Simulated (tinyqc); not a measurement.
Coupled-perturbed Hartree-Fock on RHF in the sto-3g basis, for BH3, spin multiplicity 1, step by step (part 2 of 2). Computed by tinyqc, a small Python program that keeps every step (integrals from PySCF). Command: `OMP_NUM_THREADS=1 python tinyqc.py 20929 20930 out.jsonl` (the two numbers bound the seeds that draw the settings). One thread of a shared host (Intel(R) Xeon(R) Processor @ 2.60GHz), about 0.2 s of CPU time with the checks.

Geometry (angstrom):
```
atom          x          y         z
B      0.000000   0.000000  0.005000
H      1.226000   0.000000  0.000000
H     -0.613000   1.062000  0.000000
H     -0.613000  -1.062000  0.000000
```

## Iteration 6 (converged): orbitals

converged F (hartree), order 1B 1s, 1B 2s, 1B 2px, 1B 2py, 1B 2pz, 2H 1s, 3H 1s, 4H 1s:
```
[[-7.413320, -2.175781, -0.000002, 0.000000, -0.000096, -0.507433, -0.507183, -0.507183],
 [-2.175781, -1.089481, -0.000058, 0.000000, 0.001228, -0.544047, -0.543903, -0.543903],
 [-0.000002, -0.000058, -0.182167, 0.000000, 0.000001, -0.389424, 0.194656, 0.194656],
 [0.000000, 0.000000, 0.000000, -0.182141, 0.000000, 0.000000, -0.337227, 0.337227],
 [-0.000096, 0.001228, 0.000001, 0.000000, 0.241155, 0.001207, 0.001206, 0.001206],
 [-0.507433, -0.544047, -0.389424, 0.000000, 0.001207, -0.379865, -0.139925, -0.139925],
 [-0.507183, -0.543903, 0.194656, -0.337227, 0.001206, -0.139925, -0.379729, -0.139842],
 [-0.507183, -0.543903, 0.194656, 0.337227, 0.001206, -0.139925, -0.139842, -0.379729]]
```

X, order 1B 1s, 1B 2s, 1B 2px, 1B 2py, 1B 2pz, 2H 1s, 3H 1s, 4H 1s:
```
[[1.033437, -0.179146, -0.000007, 0.000000, 0.000156, 0.027590, 0.027587, 0.027587],
 [-0.179146, 1.396548, 0.000103, 0.000000, -0.001519, -0.326407, -0.326256, -0.326256],
 [-0.000007, 0.000103, 1.193904, 0.000000, 0.000000, -0.343505, 0.171660, 0.171660],
 [0.000000, 0.000000, 0.000000, 1.193889, 0.000000, 0.000000, -0.297406, 0.297406],
 [0.000156, -0.001519, 0.000000, 0.000000, 1.000006, 0.001354, 0.001353, 0.001353],
 [0.027590, -0.326407, -0.343505, 0.000000, 0.001354, 1.248689, -0.015309, -0.015309],
 [0.027587, -0.326256, 0.171660, -0.297406, 0.001353, -0.015309, 1.248536, -0.015324],
 [0.027587, -0.326256, 0.171660, 0.297406, 0.001353, -0.015309, -0.015324, 1.248536]]
```

Diagonalise F' = X^T F X, C = X C', fill 4 alpha and 4 beta electrons from the bottom; D = 2 C_occ C_occ^T. Each column has its largest component positive (the first on a tie).

F' = X^T F X (hartree):
```
[[-7.218858, -1.184721, 0.000002, 0.000000, 0.000058, -0.059067, -0.058985, -0.058985],
 [-1.184721, -0.175409, 0.000062, 0.000000, -0.000935, -0.390451, -0.390326, -0.390326],
 [0.000002, 0.000062, 0.176889, 0.000000, 0.000000, -0.477722, 0.238781, 0.238781],
 [0.000000, 0.000000, 0.000000, 0.176902, 0.000000, 0.000000, -0.413659, 0.413659],
 [0.000058, -0.000935, 0.000000, 0.000000, 0.241164, 0.001510, 0.001509, 0.001509],
 [-0.059067, -0.390451, -0.477722, 0.000000, 0.001510, 0.050801, -0.040881, -0.040881],
 [-0.058985, -0.390326, 0.238781, -0.413659, 0.001509, -0.040881, 0.050737, -0.040888],
 [-0.058985, -0.390326, 0.238781, 0.413659, 0.001509, -0.040881, -0.040888, 0.050737]]
```

orbital energies (hartree): [-7.418812, -0.654078, -0.452299, -0.452291, 0.241151, 0.647627, 0.720818, 0.720847]

coefficients C, order 1B 1s, 1B 2s, 1B 2px, 1B 2py, 1B 2pz, 2H 1s, 3H 1s, 4H 1s:
```
[[0.991021, -0.226752, 0.000040, 0.000000, -0.001765, -0.262348, 0.000000, -0.000502],
 [0.036128, 0.571013, -0.000153, 0.000000, 0.007870, 1.405147, 0.000000, 0.002850],
 [0.000002, 0.000097, 0.504927, 0.000000, 0.000000, -0.002067, 0.000000, 1.160768],
 [0.000000, 0.000000, 0.000000, 0.504917, 0.000000, 0.000000, 1.160745, 0.000000],
 [-0.000025, -0.000750, 0.000000, 0.000000, 0.999971, -0.008849, 0.000000, -0.000017],
 [-0.006152, 0.278956, 0.521855, 0.000000, -0.002694, -0.722099, 0.000000, -0.955705],
 [-0.006150, 0.278815, -0.261022, 0.451986, -0.002695, -0.724667, -0.826336, 0.475664],
 [-0.006150, 0.278815, -0.261022, -0.451986, -0.002695, -0.724667, 0.826336, 0.475664]]
```

D after iteration 6, order 1B 1s, 1B 2s, 1B 2px, 1B 2py, 1B 2pz, 2H 1s, 3H 1s, 4H 1s:
```
[[2.067079, -0.187349, 0.000001, 0.000000, 0.000290, -0.138659, -0.138655, -0.138655],
 [-0.187349, 0.654723, -0.000044, 0.000000, -0.000858, 0.317970, 0.318049, 0.318049],
 [0.000001, -0.000044, 0.509904, 0.000000, 0.000000, 0.527052, -0.263540, -0.263540],
 [0.000000, 0.000000, 0.000000, 0.509883, 0.000000, 0.000000, 0.456431, -0.456431],
 [0.000290, -0.000858, 0.000000, 0.000000, 0.000001, -0.000418, -0.000418, -0.000418],
 [-0.138659, 0.317970, 0.527052, 0.000000, -0.000418, 0.700373, -0.116801, -0.116801],
 [-0.138655, 0.318049, -0.263540, 0.456431, -0.000418, -0.116801, 0.700397, -0.116767],
 [-0.138655, 0.318049, -0.263540, -0.456431, -0.000418, -0.116801, -0.116767, 0.700397]]
```

Within a degenerate level the vectors are fixed only up to a rotation; this is one choice.

## Convergence

Stop when the energy changes by less than 1e-10 hartree and every element of the error matrix X^T (F D S - S D F) X is below 3e-06.

Course of the cycle:
```
iteration   E (hartree)     change  largest element of the error matrix
1          -25.92859170          -                             2.98e-01
2          -26.06055486  -1.32e-01                             4.00e-02
3          -26.06269253  -2.14e-03                             6.08e-03
4          -26.06279794  -1.05e-04                             9.87e-04
5          -26.06280007  -2.14e-06                             3.14e-06
6          -26.06280007  -2.45e-11                             7.94e-07
```

PySCF RHF in the same basis = -26.06280007 hartree

Converged in 6 iterations.

## Populations, bond orders and dipole

overlap S, order 1B 1s, 1B 2s, 1B 2px, 1B 2py, 1B 2pz, 2H 1s, 3H 1s, 4H 1s:
```
[[1.000000, 0.269328, 0.000000, 0.000000, 0.000000, 0.061254, 0.061224, 0.061224],
 [0.269328, 1.000000, 0.000000, 0.000000, 0.000000, 0.457436, 0.457325, 0.457325],
 [0.000000, 0.000000, 1.000000, 0.000000, 0.000000, 0.475760, -0.237799, -0.237799],
 [0.000000, 0.000000, 0.000000, 1.000000, 0.000000, 0.000000, 0.411978, -0.411978],
 [0.000000, 0.000000, 0.000000, 0.000000, 1.000000, -0.001940, -0.001940, -0.001940],
 [0.061254, 0.457436, 0.475760, 0.000000, -0.001940, 1.000000, 0.096989, 0.096989],
 [0.061224, 0.457325, -0.237799, 0.411978, -0.001940, 0.096989, 1.000000, 0.096927],
 [0.061224, 0.457325, -0.237799, -0.411978, -0.001940, 0.096989, 0.096927, 1.000000]]
```

Mulliken: Z minus the diagonal of D S on the atom; Loewdin: the same with S^(1/2) D S^(1/2); Mayer order: 2 sum_s sum (D(s) S)_ij (D(s) S)_ji over the two atoms.

Charges (e):
```
atom   Mulliken    Loewdin
1B     0.196273   0.179496
2H    -0.065425  -0.059830
3H    -0.065424  -0.059833
4H    -0.065424  -0.059833
```

Mayer bond orders:
```
pair     order
2-1   0.990998
3-1   0.990995
3-2   0.002361
4-1   0.990995
4-2   0.002361
4-3   0.002363
```

dipole moment about the origin, x y z (debye): [-0.000050, 0.000000, 0.014701]

## Integrals over molecular orbitals

core Hamiltonian H = T + V (hartree), order 1B 1s, 1B 2s, 1B 2px, 1B 2py, 1B 2pz, 2H 1s, 3H 1s, 4H 1s:
```
[[-13.615808, -3.536034, -0.000009, 0.000000, 0.000214, -0.812473, -0.812067, -0.812067],
 [-3.536034, -4.667240, -0.000067, 0.000000, 0.001897, -1.920396, -1.919811, -1.919811],
 [-0.000009, -0.000067, -3.929734, 0.000000, 0.000000, -1.749670, 0.874471, 0.874471],
 [0.000000, 0.000000, 0.000000, -3.929738, 0.000000, 0.000000, -1.515017, 1.515017],
 [0.000214, 0.001897, 0.000000, 0.000000, -3.757223, 0.007509, 0.007506, 0.007506],
 [-0.812473, -1.920396, -1.749670, 0.000000, 0.007509, -3.095864, -0.420851, -0.420851],
 [-0.812067, -1.919811, 0.874471, -1.515017, 0.007506, -0.420851, -3.095463, -0.420585],
 [-0.812067, -1.919811, 0.874471, 1.515017, 0.007506, -0.420851, -0.420585, -3.095463]]
```

Given earlier and not repeated: Two-electron integrals (ij|kl) in chemists' order.

(pq|rs) = sum C_ip C_jq C_kr C_ls (ij|kl), one index at a time.

one-electron integrals over orbitals h = C^T H C (hartree):
```
[[-13.599874, 0.297071, -0.000057, 0.000000, 0.002497, 0.304252, 0.000000, 0.000570],
 [0.297071, -3.750923, -0.000066, 0.000000, -0.001611, -0.612463, 0.000000, -0.001281],
 [-0.000057, -0.000066, -3.477887, 0.000000, 0.000001, 0.001347, 0.000000, -0.630402],
 [0.000000, 0.000000, 0.000000, -3.477761, 0.000000, 0.000000, -0.630505, 0.000000],
 [0.002497, -0.001611, 0.000001, 0.000000, -3.757193, 0.004458, 0.000000, 0.000008],
 [0.304252, -0.612463, 0.001347, 0.000000, 0.004458, -2.942139, 0.000000, 0.000377],
 [0.000000, 0.000000, 0.000000, -0.630505, 0.000000, 0.000000, -3.135020, 0.000000],
 [0.000570, -0.001281, -0.630402, 0.000000, 0.000008, 0.000377, 0.000000, -3.135000]]
```

Two-electron integrals over orbitals (pq|rs), unique and non-zero (hartree):
```
(11|11) 2.886165    (21|11) -0.249421   (21|21) 0.033688    (22|11) 0.597590
(22|21) -0.008428   (22|22) 0.439704    (31|11) 0.000044    (31|21) -4.37e-06
(31|22) 0.000007    (31|31) 0.007322    (32|11) 0.000005    (32|21) 3.64e-06
(32|22) 0.000059    (32|31) 0.012515    (32|32) 0.119839    (33|11) 0.537027
(33|21) -0.003548   (33|22) 0.433853    (33|31) 0.003951    (33|32) 0.063640
(33|33) 0.486083    (41|41) 0.007321    (42|41) 0.012512    (42|42) 0.119793
(43|41) -0.003956   (43|42) -0.063682   (43|43) 0.049499    (44|11) 0.536997
(44|21) -0.003550   (44|22) 0.433788    (44|31) -0.003953   (44|32) -0.063665
(44|33) 0.387202    (44|44) 0.486109    (51|11) -0.001903   (51|21) 0.000236
(51|22) -0.000152   (51|31) -5.43e-08   (51|32) -8.42e-09   (51|33) -0.000077
(51|44) -0.000077   (51|51) 0.021898    (52|11) 0.001022    (52|21) -0.000078
(52|22) -0.000149   (52|31) 8.21e-09    (52|32) -2.88e-08   (52|33) -0.000114
(52|44) -0.000114   (52|51) 0.021260    (52|52) 0.069027    (53|11) -4.76e-07
(53|21) 2.61e-08    (53|22) -1.34e-07   (53|31) 0.000029    (53|32) -0.000204
(53|33) -0.000203   (53|44) 0.000203    (53|51) -4.05e-06   (53|52) -0.000009
(53|53) 0.017241    (54|41) 0.000029    (54|42) -0.000205   (54|43) 0.000203
(54|54) 0.017239    (55|11) 0.741934    (55|21) -0.009714   (55|22) 0.460982
(55|31) 1.58e-06    (55|32) 4.17e-06    (55|33) 0.429489    (55|44) 0.429470
(55|51) 0.000253    (55|52) 0.001334    (55|53) -4.55e-07   (55|55) 0.586776
(61|11) -0.275924   (61|21) 0.038185    (61|22) -0.008649   (61|31) -0.000030
(61|32) -0.000035   (61|33) -0.003430   (61|44) -0.003410   (61|51) 0.000120
(61|52) -0.000218   (61|53) -5.42e-08   (61|55) -0.007804   (61|61) 0.043407
(62|11) 0.217249    (62|21) -0.009341   (62|22) 0.043433    (62|31) -0.000013
(62|32) -0.000008   (62|33) 0.021460    (62|44) 0.021380    (62|51) -0.000211
(62|52) -0.000058   (62|53) -6.22e-07   (62|55) 0.109284    (62|61) -0.009415
(62|62) 0.071097    (63|11) -0.000435   (63|21) 0.000012    (63|22) -0.000121
(63|31) 0.003352    (63|32) -0.043430   (63|33) -0.041152   (63|44) 0.041042
(63|51) 3.06e-08    (63|52) -1.01e-06   (63|53) 0.000235    (63|55) -0.000216
(63|61) -6.65e-08   (63|62) -0.000221   (63|63) 0.060080    (64|41) 0.003340
(64|42) -0.043608   (64|43) 0.041206    (64|54) 0.000235    (64|64) 0.060316
(65|11) -0.001006   (65|21) -0.000027   (65|22) -0.000509   (65|31) -1.94e-07
(65|32) -1.39e-06   (65|33) -0.000225   (65|44) -0.000223   (65|51) 0.023501
(65|52) 0.065166    (65|53) -0.000044   (65|55) 0.000079    (65|61) -0.000194
(65|62) -0.000855   (65|63) 1.23e-06    (65|65) 0.067131    (66|11) 0.612150
(66|21) -0.011279   (66|22) 0.434555    (66|31) -0.000045   (66|32) -0.000399
(66|33) 0.432600    (66|44) 0.433027    (66|51) -0.000442   (66|52) -0.000919
(66|53) 1.15e-06    (66|55) 0.455711    (66|61) -0.011328   (66|62) 0.027535
(66|63) 0.000115    (66|65) -0.001160   (66|66) 0.450080    (71|41) 0.012887
(71|42) 0.019223    (71|43) -0.005297   (71|54) 0.000055    (71|64) 0.006020
(71|71) 0.022897    (72|41) 0.007810    (72|42) -0.002160   (72|43) 0.023940
(72|54) 0.000311    (72|64) 0.045857    (72|71) 0.013121    (72|72) 0.048623
(73|41) 0.003028    (73|42) 0.050084    (73|43) -0.023699   (73|54) -0.000169
(73|64) -0.030749   (73|71) 0.005089    (73|72) -0.009658   (73|73) 0.035319
(74|11) 0.204731    (74|21) -0.005348   (74|22) 0.047873    (74|31) 0.003030
(74|32) 0.050087    (74|33) 0.053227    (74|44) 0.005870    (74|51) 4.20e-06
(74|52) 0.000534    (74|53) -0.000169   (74|55) 0.099224    (74|61) -0.005012
(74|62) 0.068469    (74|63) -0.030766   (74|65) -0.000233   (74|66) 0.027390
(74|74) 0.105309    (75|41) 0.000102    (75|42) 0.000715    (75|43) -0.000349
(75|54) 0.016260    (75|64) -0.000284   (75|71) 0.000171    (75|72) 0.000092
(75|73) 0.000302    (75|75) 0.020281    (76|41) 0.012798    (76|42) 0.108245
(76|43) -0.058144   (76|54) -0.000269   (76|64) -0.046683   (76|71) 0.020527
(76|72) -0.007910   (76|73) 0.052146    (76|75) 0.000631    (76|76) 0.111082
(77|11) 0.678271    (77|21) -0.009645   (77|22) 0.454086    (77|31) 0.000786
(77|32) -0.028641   (77|33) 0.417709    (77|44) 0.483926    (77|51) -0.000056
(77|52) 0.000216    (77|53) 0.000204    (77|55) 0.475027    (77|61) -0.009148
(77|62) 0.046917    (77|63) 0.037106    (77|65) -0.000155   (77|66) 0.459950
(77|74) 0.044213    (77|77) 0.524123    (81|11) -0.000527   (81|21) 0.000076
(81|22) -0.000007   (81|31) 0.012888    (81|32) 0.019224    (81|33) 0.005281
(81|44) -0.005298   (81|51) 2.31e-07    (81|52) -3.98e-07   (81|53) 0.000055
(81|55) -0.000014   (81|61) 0.000041    (81|62) -0.000042   (81|63) 0.006040
(81|65) -6.80e-07   (81|66) -0.000098   (81|74) 0.005082    (81|77) 0.002221
(81|81) 0.022896    (82|11) 0.000451    (82|21) -0.000017   (82|22) 0.000091
(82|31) 0.007808    (82|32) -0.002193   (82|33) -0.023905   (82|44) 0.023998
(82|51) -3.89e-07   (82|52) 7.51e-08    (82|53) 0.000311    (82|55) 0.000224
(82|61) -0.000043   (82|62) 0.000063    (82|63) 0.045832    (82|65) -1.73e-06
(82|66) 0.000088    (82|74) -0.009522   (82|77) 0.030625    (82|81) 0.013117
(82|82) 0.048630    (83|11) 0.204714    (83|21) -0.005349   (83|22) 0.047818
(83|31) -0.003025   (83|32) -0.050182   (83|33) 0.005808    (83|44) 0.053303
(83|51) 4.22e-06    (83|52) 0.000534    (83|53) 0.000169    (83|55) 0.099211
(83|61) -0.004993   (83|62) 0.068443    (83|63) 0.030566    (83|65) -0.000232
(83|66) 0.027772    (83|74) 0.038227    (83|77) 0.066498    (83|81) -0.005094
(83|82) 0.009879    (83|83) 0.105422    (84|41) 0.003036    (84|42) 0.050005
(84|43) -0.023619   (84|54) -0.000168   (84|64) -0.030633   (84|71) 0.005104
(84|72) -0.009563   (84|73) 0.031657    (84|75) 0.000302    (84|76) 0.052059
(84|84) 0.035200    (85|11) -1.76e-06   (85|21) -3.09e-08   (85|22) -6.11e-07
(85|31) 0.000102    (85|32) 0.000715    (85|33) 0.000348    (85|44) -0.000349
(85|51) 0.000045    (85|52) 0.000129    (85|53) 0.016259    (85|55) 3.05e-07
(85|61) -6.89e-07   (85|62) -1.79e-06   (85|63) -0.000283   (85|65) 0.000091
(85|66) -4.54e-06   (85|74) 0.000302    (85|77) -0.000125   (85|81) 0.000171
(85|82) 0.000091    (85|83) -0.000303   (85|85) 0.020280    (86|11) -0.000099
(86|21) -9.79e-07   (86|22) 0.000019    (86|31) 0.012801    (86|32) 0.108154
(86|33) 0.057929    (86|44) -0.058018   (86|51) -7.34e-07   (86|52) -2.11e-06
(86|53) -0.000268   (86|55) -0.000023   (86|61) -0.000043   (86|62) -0.000029
(86|63) -0.046340   (86|65) -3.13e-06   (86|66) -0.000426   (86|74) 0.052050
(86|77) -0.029665   (86|81) 0.020534    (86|82) -0.007818   (86|83) -0.052243
(86|85) 0.000631    (86|86) 0.110851    (87|41) 0.000808    (87|42) -0.028433
(87|43) 0.033017    (87|54) 0.000204    (87|64) 0.037180    (87|71) 0.002277
(87|72) 0.030506    (87|73) -0.011024   (87|75) -0.000124   (87|76) -0.029542
(87|84) -0.010948   (87|87) 0.034390    (88|11) 0.678270    (88|21) -0.009645
(88|22) 0.454111    (88|31) -0.000734   (88|32) 0.029065    (88|33) 0.484150
(88|44) 0.417467    (88|51) -0.000056   (88|52) 0.000216    (88|53) -0.000206
(88|55) 0.475031    (88|61) -0.009140   (88|62) 0.047020    (88|63) -0.037521
(88|65) -0.000156   (88|66) 0.459725    (88|74) 0.066645    (88|77) 0.455008
(88|81) -0.002179   (88|82) -0.030462   (88|83) 0.043940    (88|85) 0.000127
(88|86) 0.029992    (88|88) 0.524355
```

## Response to a field: uncoupled start

dipole integrals <a|z|i> (bohr), order a5, a6, a7, a8:
```
[[0.121534, 0.815140, -0.000162, 0.000000],
 [-0.000881, -0.000671, -0.000011, 0.000000],
 [0.000000, 0.000000, 0.000000, 0.005916],
 [-0.000002, 0.000001, 0.005917, 0.000000]]
```

Field along z; U_ai = -mu_ai / (e_a - e_i), alpha = -4 sum U_ai mu_ai.

uncoupled U, order a5, a6, a7, a8:
```
[[-0.015866, -0.910538, 0.000233, 0.000000],
 [0.000109, 0.000516, 0.000010, 0.000000],
 [0.000000, 0.000000, 0.000000, -0.005043],
 [0.000000, 0.000000, -0.005043, 0.000000]]
```

uncoupled polarisability = 2.976816 bohr^3

## Coupled step 1

U_ai = -(mu_ai + sum_bj [4 (ai|bj) - (ab|ij) - (aj|bi)] U_bj) / (e_a - e_i); alpha = -4 sum U_ai mu_ai.

U after step 1, order a5, a6, a7, a8:
```
[[-0.008531, -1.167464, 0.000319, 0.000000],
 [0.000000, 0.001759, 0.000009, 0.000000],
 [0.000000, 0.000000, 0.000000, -0.004574],
 [0.000000, 0.000002, -0.004574, 0.000000]]
```

polarisability = 3.810953 bohr^3

## Coupled step 2

As before.

U after step 2, order a5, a6, a7, a8:
```
[[-0.005418, -1.240935, 0.000354, 0.000000],
 [-0.000021, 0.001952, 0.000008, 0.000000],
 [0.000000, 0.000000, 0.000000, -0.004429],
 [0.000000, 0.000002, -0.004429, 0.000000]]
```

polarisability = 4.048992 bohr^3

## Coupled polarisability

Repeat until U stops changing; compare with -d2E/dF2.

Course of the coupled iterations:
```
step  alpha (bohr^3)
0           2.976816
1           3.810953
2           4.048992
3           4.117290
4           4.136917
5           4.142561
6           4.144183
7           4.144650
8           4.144784
9           4.144823
10          4.144834
11          4.144837
12          4.144838
13          4.144838
14          4.144838
15          4.144838
```

coupled polarisability = 4.144838 bohr^3

finite-field check, fields of +/-0.001 au = 4.144836 bohr^3
